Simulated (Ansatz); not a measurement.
SBr⁺, triplet: vertical spin and charge gaps

Geometry (PBE0/def2-TZVP stationary point for this spin):

```xyz
2

S     0.0000    0.0000    0.0000
Br    0.0000    0.0000    2.0253
```

Basis cc-pVDZ; Ansatz 0.2.0. Only valence electrons are correlated (noble-gas cores and the filled d shells of p-block atoms frozen). R marks a restricted (for open shells ROHF) determinant, U an unrestricted one. Active spaces: valence = (12e, 8o) chosen from the atoms' valence shells. No spin–orbit coupling is included, and no scalar relativity.

Gaps are energies of the second state less the first, at fixed atoms, for a selection of the levels run; each method lands on the state that its own search finds for that charge and spin.

For open shells CISD is restricted-active-space CI with the open shells as a complete middle space.

Quintet less triplet: 5.936 eV at UCCSDT(Q).

```tsv
level	gap (eV)	error (meV)
UHF	5.037	-899
UMP2	5.876	-60
CISD	5.626	-310
UCCSD	5.802	-134
UCCSD(T)	5.914	-22
BCCD(T)	5.918	-18
UCCSDT	5.925	-11
CASSCF (valence space)	6.022	86
NEVPT2 (valence space)	6.002	66
MRCISD (valence space)	5.968	32
MRCISD+Q (valence space)	5.947	11
PBE	6.187	251
r2SCAN	6.055	119
PBE0	5.953	17
B3LYP	6.120	184
wB97M-V	6.083	147
RPA-PBE	6.022	86
```

In so small a basis the reference is far from its limit while semilocal and hybrid functionals are nearer theirs (RPA and double hybrids share much of the reference's basis error), so the functionals' errors here hold much of the reference's basis and frozen-core error, which can add to them or hide them.

Full CI isn't at hand for all of this; UCCSDT(Q) serves as the reference, and is uncertain by about the last step of the cluster series. The frozen core follows each run's orbitals, which can shift R against U totals by a few meV for light atoms and by up to 0.1 eV past Ca.
